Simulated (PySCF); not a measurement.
Species: H2O.
SMILES: `O`

Method used: PBE0-D3(BJ)/def2-SVP geometry optimisation, gas phase in PySCF.

Take the most abundant isotopes and a rigid rotor. 

(1) What are A, B and C (GHz)?

(2) What kind of rotor is it?

(3) List the rotational levels J(Ka,Kc) to J = 3 (MHz).

(4) Predict some low-J microwave lines.

(5) Estimate the classical rotational partition function at 298.15 K.

## Answers

(1) Ia = 0.64, Ib = 1.15, Ic = 1.79 u·Å²; 505379 MHz·u·Å²/I gives 789547, 440600 and 282791 MHz, that is A = 789.55, B = 440.60, C = 282.79 GHz.

(2) An asymmetric top: κ = (2 × 440600 − 789547 − 282791)/(789547 − 282791) = -0.38.

(3) Above 0(0,0):
J = 1: 1(0,1) 723391, 1(1,1) 1072338, 1(1,0) 1230147
J = 2: 2(0,2) 2127579, 2(1,2) 2361311, 2(1,1) 2834739, 2(2,1) 3881579, 2(2,0) 3924174
J = 3: 3(0,3) 4144488, 3(1,3) 4270948, 3(1,2) 5210296, 3(2,2) 6051753, 3(2,1) 6247612, 3(3,1) 8214832, 3(3,0) 8222340
Those of J = 1 are B + C, A + C and A + B.

(4) The dipole components are |μa| = 0.00 D, |μb| = 2.03 D, |μc| = 0.00 D; the symmetry axis of this C2v structure is b, so μa and μc vanish by symmetry and there are no a-type or c-type lines. Some lines, for components of 0.1 D or more:

```csv
type,branch,"J(Ka,Kc)",MHz,lower level (cm⁻¹)
b,Q,"3(2,1) ← 3(1,2)",1037317,173.797
b,R,"2(0,2) ← 1(1,1)",1055241,35.769
b,R,"3(1,2) ← 2(2,1)",1328717,129.476
b,R,"2(1,2) ← 1(0,1)",1637920,24.130
b,Q,"3(2,2) ← 3(1,3)",1780805,142.463
b,Q,"3(3,0) ← 3(2,1)",1974728,208.398
b,R,"3(1,3) ← 2(0,2)",2143369,70.968
b,R,"3(2,2) ← 2(1,1)",3217014,94.557
b,R,"3(2,1) ← 2(1,2)",3886301,78.765
b,R,"3(3,0) ← 2(2,1)",4340761,129.476
```

(5) Point group C2v, symmetry number σ = 2; q = (√π/σ)·√((kT/h)³/(ABC)), k/h = 20836.6 MHz/K: 43.8 at 298.15 K.

Not checked by PBE0-D3(BJ)/def2-SVP frequencies. Zero-point vibration and centrifugal distortion are left out.

The run took 0.68 s wall, 3.9 s CPU on 4 threads, Intel Xeon 6975P-C (x86_64) (shared host), and the process peaked at 0.23 GiB of memory. These figures are those of the optimisation.
